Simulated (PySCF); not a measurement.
Ionisation of ammonia

System: ammonia, `N` (NH3). Optimised structure (Å), atoms numbered from 1:
```
N     0.0103   -0.0071    0.2922
H    -0.5729   -0.7319   -0.1256
H    -0.3452    0.8724   -0.0823
H     0.9307   -0.1263   -0.1305
```

Level of theory: ωB97X-D3(BJ)/ma-def2-TZVP single points in PySCF, grid level 2; every species was optimised with PBE0-D3(BJ)/def2-SVP. The prefix ma- adds one diffuse s and one diffuse p function on all atoms but H. Thermal corrections: PBE0-D3(BJ)/def2-SVP frequencies, unscaled, ideal gas at 298.15 K and 1 bar, quasi-RRHO entropy.

Frontier levels of the parent: HOMO -10.46 eV, LUMO 1.48 eV.

Oxidation to the radical cation:
| Quantity | Value |
| --- | --- |
| Vertical ionisation energy (electronic) | 11.10 eV |
| Adiabatic ionisation energy (with zero-point energy) | 10.18 eV |
| Adiabatic, electronic part | 10.24 eV |
| Vertical gap at the product's structure | 9.98 eV |
| Inner reorganisation energy (four-point) | 1121 meV |
| Relaxation of product / of parent | 864 / 258 meV |
| ⟨S²⟩ of the product | 0.753 |
| Largest spin populations | N1 1.08 |
| Largest changes of atomic charge | N1 0.59, H (on N1) 0.14, H (on N1) 0.14, H (on N1) 0.14 |
| Distances that move most (Å) | N1–H 1.020 → 1.033; N1–H 1.020 → 1.033; N1–H 1.020 → 1.033 |

Against the Active Thermochemical Tables (version 1.112): ionisation energy to the radical cation 10.19 (computed 10.18, error -0.01) eV.

Measured values (NIST Chemistry WebBook, evaluated or the median of agreeing entries): adiabatic ionisation energy 10.07 eV (computed 10.18, difference 0.11).

Note: the split of the reorganisation energy is sensitive to the structures, which come from another level (PBE0-D3(BJ)/def2-SVP).

Run with `OMP_NUM_THREADS=1 python redox_run.py task.json out` on 1 thread of Arm Neoverse V2, a shared host. Structures, frequencies and single points: 7.7 s of wall time.
